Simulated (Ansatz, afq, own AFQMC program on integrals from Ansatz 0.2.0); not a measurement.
AFQMC on a folder of integrals that Ansatz 0.2.0 wrote.

```yaml
crystal:
  periodic: [false, false, false]
  atoms:
    - {symbol: Si, position_ang: [0.000000, 0.000000, 0.000000]}
    - {symbol: O, position_ang: [0.000000, 0.000000, 2.343000]}
basis:
  gaussian: {orbitals: 6-31G}
magnetization: {spin_polarized: true, initial_magnetization: 2}
correlation: {method: ccsd_t, electrons: outside_noble_gas, hamiltonian_folder: ham}
```

```sh
$ ansatz run in.yaml --threads 1 --pin off --events-out ev --progress --plain --max-ram 24576MiB --backend cuda --devices 0, --max-vram 18GiB
```

Options of the walk:

```
--method free --trial cisd --walkers 200 --time-step 0.02 --max-blocks 30 --target-error 0.00152 --factor-cut 0.0001 --seed 828 --times 0.0,0.4,0.8,1.6,2.4 --taylor-order 4
```

Times are imaginary, in 1/Eh. The walk had a cap of 60 s.

afq prints:

```
orbitals 16  electrons 6 4  factors 73 of 215
reference energy -363.60450940 Eh
CCSD correlation -0.13962749 Eh in 22 cycles, weight of the determinant in the CISD state 0.7464
repeat  energy at the last time / Eh  error
    10  -363.750646  0.000874
    20  -363.750689  0.000592
    30  -363.750082  0.000468
time / (1/Eh)  energy / Eh  error  mean overlap
  0.00  -363.744263  0.000261  1.3392
  0.40  -363.747394  0.000360  1.3423
  0.80  -363.748890  0.000413  1.3355
  1.60  -363.749768  0.000422  1.3403
  2.40  -363.750082  0.000468  1.3506
energy -363.750082 +/- 0.000468 Eh
```

The run passed its tests (error under three times the target), which doesn't prove that it has relaxed.

Against this walk (error 12.7 meV) on the same determinant: CCSD(T) 43.6 meV higher, CCSDT(Q) 274.9 meV lower, CCSDTQ 220.7 meV lower, full CI 222.9 meV lower. The error is statistical, and a free projection of finite length keeps a remainder of its start. The determinant has ⟨S²⟩ = 2.43, so the low cluster orders mix in higher spin, and so can this walk. The projection is still falling at its last time (meV from the last point: 158 ± 7 at 0.00, 73 ± 10 at 0.40, 32 ± 11 at 0.80, 9 ± 11 at 1.60, 0 ± 13 at 2.40), so its energy is a cut-off value, and the gaps above aren't errors of the other methods. Full CI is exact here, so the walk's 223 meV above it is the walk's own error: what remains of the start. The determinant is a poor start (see the cautions), so the low cluster orders aren't to be relied on, and full CI is the sure value.

Cautions: remainder of the start not in the error; start is not spin pure; lower spins were not checked; strong correlation (T1 0.088, weight of the determinant 0.75, largest double 0.14); (Q) is large, 116 meV, so the cluster series hasn't closed; unrestricted determinant spin contaminated (⟨S²⟩ 2.43 against 2.00); CCSD(T) is in doubt: in a space of 10 electrons in 9 natural orbitals full CI lies 119 meV below it; the CCSDT(Q) amplitudes may be one of several solutions (largest double 0.61); the CCSDTQ amplitudes may be one of several solutions (largest double 0.79); the determinant fills πx and πy unequally, so it mixes two states of the linear molecule, and each level undoes that mixture to a different degree, while full CI gives the lower state.

The walk took 6.2 s on 1 × NVIDIA H100 80GB HBM3 with 2 threads of AMD EPYC 7R13 Processor (Zen 3), with other jobs on the host (the card was shared). The log's last line is the free-projection energy.

CCSDT and higher add their correlation energy to the determinant of the CCSD(T) run, since their own runs factorise the integrals more tightly (a shift of under 2 meV).
